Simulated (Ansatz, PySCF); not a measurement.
System: phosphane, PH3 (charge 0, singlet). 
Geometry from a B3LYP-D3(BJ)/def2-TZVP (Ansatz, an electronic-structure program) optimisation:
SMILES: P
```xyz
4

P      0.0029     0.0016     0.1282
H     -0.0038     1.1839    -0.6561
H      1.0120    -0.6137    -0.6568
H     -1.0521    -0.5944    -0.6098
```

Quantity: atomisation energy (electronic, to ground-state atoms), in kJ/mol. Valence correlation only, unless marked. UHF or UKS for open shells. Spin-orbit coupling is left out. No relativistic terms. The coupled-cluster limit lacks core correlation, which all-electron functionals hold. CBS marks a two-point X^-3 extrapolation of the correlation energy; Hartree-Fock from the larger set.

```csv
level,program,atomisation energy (kJ/mol)
HF-D3(BJ)/def2-TZVPD,PySCF + dftd3,760.9
HF-D4/def2-TZVPD,PySCF + dftd4,731.7
BP86-D3(BJ)/def2-TZVPD,PySCF + dftd3,[?]
BHLYP-D3(BJ)/def2-TZVPD,Ansatz + dftd3,1009.9
TPSSh-D3(BJ)/def2-TZVPD,PySCF + dftd3,[?]
PW6B95-D3(BJ)/def2-TZVPD,PySCF + dftd3,1018.1
LC-wPBE-D4/def2-TZVPD,Ansatz + dftd4,[?]
B2PLYP-D3(BJ)/def2-TZVPD,Ansatz + dftd3,[?]
PBE-QIDH/def2-TZVPD,Ansatz,975.5
SCS-MP2/def2-QZVPPD,Ansatz,1004.8
"CCSD(T)/CBS(aug-cc-pV(T+d)Z,aug-cc-pV(Q+d)Z)",Ansatz,1013.3
```

Problem. Complete the blanks.

Solution. 
- BP86-D3(BJ)/def2-TZVPD, atomisation energy (kJ/mol): 1048.8
- TPSSh-D3(BJ)/def2-TZVPD, atomisation energy (kJ/mol): 1041.3
- LC-wPBE-D4/def2-TZVPD, atomisation energy (kJ/mol): 987.0
- B2PLYP-D3(BJ)/def2-TZVPD, atomisation energy (kJ/mol): 999.9
